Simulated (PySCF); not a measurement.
Stretching AlSi⁺

Set-up: PySCF, no relativity, basis sets Al def2-SVP, Si def2-SVP. Energies in eV from Al⁺ + Si in their ground configurations at the same level. State: ³Π (triplet), unpaired electrons σ ↑, π ↑.

All columns are PBE0. A positive dipole points towards Si; it is taken about the centre of mass and depends on that origin.

| R (Å) | E (eV) | μ (D) | Mulliken charge on Al (basis-dependent) | HOMO (eV) | LUMO (eV) | Mayer bond order | ⟨S²⟩ |
| --- | --- | --- | --- | --- | --- | --- | --- |
| 2.404 | -0.783 | -1.29 | 0.63 | -11.60 | -9.84 | 1.06 | 2.01 |
| 2.515 | -0.945 | -1.39 | 0.65 | -11.57 | -9.63 | 0.97 | 2.01 |
| 2.627 | -1.027 | -1.52 | 0.66 | -11.52 | -9.43 | 0.88 | 2.01 |
| 2.711 | -1.053 | -1.64 | 0.67 | -11.40 | -9.29 | 0.82 | 2.01 |
| 2.795 | -1.058 | -1.78 | 0.67 | -11.28 | -9.16 | 0.76 | 2.01 |
| 2.879 | -1.048 | -1.93 | 0.68 | -11.16 | -9.04 | 0.71 | 2.01 |
| 2.991 | -1.021 | -2.17 | 0.69 | -11.02 | -8.88 | 0.65 | 2.01 |
| 3.130 | -0.974 | -2.48 | 0.70 | -10.85 | -8.70 | 0.59 | 2.01 |
| 3.298 | -0.908 | -2.89 | 0.70 | -10.66 | -8.49 | 0.54 | 2.01 |
| 3.522 | -0.816 | -3.45 | 0.72 | -10.42 | -8.24 | 0.49 | 2.01 |

A fit through these points gives, at Re = 2.778 Å, μ = -1.75 D and dμ/dR = -1.72 D/Å; the reduced mass is 13.74 u.

How strong is the fundamental in the double-harmonic approximation, I = 42.26·(dμ/dR)²/μred km/mol?

I = 42.26·(-1.72)²/13.74 = 9.10 km/mol at PBE0.

For an ion De counts to the pair picked by the measured ionisation energies or electron affinities, which need not be the lowest pair at this level. The state was picked by a PBE0 search and need not be the measured ground state.
